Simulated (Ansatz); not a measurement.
Two structures of SiNH6O, doublet, reached by relaxing down either side of one saddle point (PBE0-D4/def2-TZVP). Energies are electronic, without zero-point energy. Ansatz 0.2.0; basis: def2-TZVPP and def2-QZVPP; cores frozen in the correlated methods; orbitals are unrestricted. Extrapolation: Hartree–Fock as exp(−7.88 √X), correlation as X^−2.97. First:

H1  (0.484, -0.401, 0.511)
O2  (1.090, 0.120, -0.046)
Si3  (0.440, 1.066, -1.209)
N4  (-0.678, -1.409, 1.589)
H5  (-0.472, 2.108, -0.652)
H6  (1.564, 1.737, -1.907)
H7  (-0.349, 0.283, -2.205)
H8  (-1.021, -2.357, 1.415)
H9  (-1.057, -1.148, 2.504)
(Å)

Second:

H1  (0.605, -1.141, 1.379)
O2  (1.240, 0.031, 0.051)
Si3  (0.250, 0.854, -0.975)
N4  (-0.407, -1.202, 1.368)
H5  (-0.681, 1.776, -0.263)
H6  (1.168, 1.652, -1.837)
H7  (-0.571, -0.048, -1.834)
H8  (-0.758, -1.598, 0.510)
H9  (-0.846, -0.324, 1.600)
(Å)

Problem. Which bonds change from the first to the second?

Solution. SiH₄O ([OH][SiH3]) + NH₂ → SiH₃O ([O][SiH3]) + NH₃; bonds formed: H1–N4; bonds broken: H1–O2.

Problem. Give the saddle point's structure and its height above each. (Judge from chemistry; the value comes from the calculation.)

Solution. Computed: 18.58 kcal/mol above the first and 2.45 kcal/mol above the second (CCSD(T) at an estimated basis limit (MP2 extrapolated from triple and quadruple zeta, plus CCSD(T) − MP2 in triple zeta)).
H1  (0.602, -0.791, 0.957)
O2  (1.146, -0.005, 0.104)
Si3  (0.281, 0.866, -0.985)
N4  (-0.329, -1.247, 1.418)
H5  (-0.652, 1.829, -0.331)
H6  (1.271, 1.624, -1.797)
H7  (-0.532, 0.001, -1.889)
H8  (-0.861, -1.756, 0.716)
H9  (-0.925, -0.522, 1.807)
(Å)

The T1 diagnostic stays at or below 0.036. ⟨S²⟩ of the unrestricted Hartree–Fock references: 0.76 to 0.79 (a pure state has 0.75).

Radical steps of this kind take place in plasma deposition and etching.

Labels in which every atom is bracketed show which atoms are joined, not bond orders.

For scale, one of the runs: CCSD(T)/def2-TZVPP, 188 basis functions, launched by `ansatz run in.yaml --threads 4 --pin off --events-out ev --progress --plain --max-ram 9574MiB`. The run took 3.9 min on 4 CPU threads of an AMD EPYC (shared host), with 5.1 GiB of host memory at its peak.
